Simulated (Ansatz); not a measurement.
**BH₂+ (triplet): from Hartree-Fock to the top rungs at scale of all distances = 2.033, aug-cc-pVTZ**

One table from this session's results is given with a row withheld; the runs are named, their logs left out.

Computed with Ansatz 0.2.0, Gaussian basis. Level: aug-cc-pVTZ, core rule «outside noble gas», up to 1 orbitals frozen.

The runs, in order: UHF; CCSD(T) on ROHF; CCSD(T) on UHF; BCCD(T) on ROHF; CCSDT(Q) on ROHF; CCSDT(Q) on UHF; CASSCF and NEVPT2, 4 electrons in 6 orbitals; Full CI.

15 further runs of the same task are left out: 11 that didn't finish, 4 set aside as unsound or not needed.

### The geometry

The geometry derives from a PBE0/def2-TZVP stationary point (not a proven minimum). All distances are scaled together.

3 atoms, charge 1, spin multiplicity 3.

Atoms are counted from 1 here; the program's logs count them from 0.

No contacts short enough for the rule that draws bonds.

The first run:

in.yaml

```yaml
crystal:
  periodic: [false, false, false]
  atoms:
    - {symbol: B, position_ang: [0.000000, 0.000000, -0.344340]}
    - {symbol: H, position_ang: [0.000000, 1.444560, 1.846669]}
    - {symbol: H, position_ang: [0.000000, -1.444560, 1.846669]}
basis:
  gaussian: {orbitals: aug-cc-pVTZ}
total_charge: 1
magnetization: {spin_polarized: true, initial_magnetization: 2}
hamiltonian: {xc: hf}
output: {orbitals: {seedname: orbitals}}
```

Run with:

```
> ansatz run in.yaml --threads 1 --pin off --events-out ev --progress --plain --max-ram 2393MiB
```

Steps of the session up to this table: UHF; CCSD(T) on ROHF; CCSD(T) on UHF; BCCD(T) on ROHF; CCSDT(Q) on ROHF; CCSDT(Q) on UHF; CASSCF and NEVPT2, 4 electrons in 6 orbitals; Full CI.

One table of the session follows, with a row left open; its other results are not shown here.

| method | from FCI (meV) |
| --- | --- |
| ROHF | +1755.1 |
| UHF | +1699.9 |
| RMP2 | +677.3 |
| UMP2 | +735.7 |
| RCCSD | +17.0 |
| UCCSD | +16.6 |
| RCCSD(T) | +4.4 |
| UCCSD(T) | +4.4 |
| BCCD(T) | +4.4 |
| RCCSDT | 0.0 |
| UCCSDT | +0.2 |
| RCCSDT(Q) | 0.0 |
| UCCSDT(Q) | ? |
| CASSCF valence | +202.0 |
| NEVPT2 valence | +63.2 |
| FCI | 0 |

Q: Estimate the row for UCCSDT(Q) from the others.

The run gave: from FCI (meV): +0.1. In the column «from FCI (meV)» it lies between FCI (0) and UCCSDT (+0.2).

Limits of these values: Levels on UHF freeze UHF's core orbitals, full CI those of ROHF, so the U rows can settle a little off it for that reason alone. Restricted and unrestricted rows rest on different reference determinants; where their highest levels disagree by more than a few hundredths of an eV, they describe different states and don't form one ladder.
